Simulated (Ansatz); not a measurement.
Relaxation of CH₄AlF (7 atoms, charge 0, multiplicity 1), to a largest force component of 0.03 eV/Å in at most 50 steps.

All numbers below come from Ansatz, RKS B3LYP/cc-pVDZ.

```xyz
7
Properties=species:S:1:pos:R:3
Al 0.181 -0.011 0.273
H 0.548 -0.334 1.743
C 2.100 0.068 -0.007
H 2.413 -0.947 0.313
H 2.649 0.330 -0.927
H 2.416 0.745 0.811
F -1.247 0.149 -0.615
```

**Question.** Where does it end, and by what steps?

**Answer.** The forces met the threshold. After 8 steps the energy has fallen by 0.772 eV; H2 moved furthest, 0.83 Å.

| step | energy less start (eV) | largest force component (eV/Å) | accepted |
| --- | --- | --- | --- |
| 0 | 0.0000 | 1.371 | yes |
| 1 | -0.3536 | 0.891 | yes |
| 2 | -0.5444 | 0.453 | yes |
| 3 | -0.6784 | 0.339 | yes |
| 4 | -0.7533 | 0.419 | yes |
| 5 | -0.7684 | 0.192 | yes |
| 6 | -0.7714 | 0.051 | yes |
| 7 | -0.7715 | 0.059 | yes |
| 8 | -0.7716 | 0.009 | yes |

```xyz
7
Properties=species:S:1:pos:R:3
Al 0.305 -0.074 0.533
H -0.243 -0.413 1.981
C 2.181 0.059 0.000
H 2.698 -0.906 0.157
H 2.298 0.342 -1.058
H 2.712 0.804 0.619
F -0.891 0.189 -0.643
```

Whether the end is a true minimum wasn't checked by a vibrational analysis.

Run time: 17 s on 1 thread of Arm Neoverse V2 (shared host), peak memory 0.13 GiB.
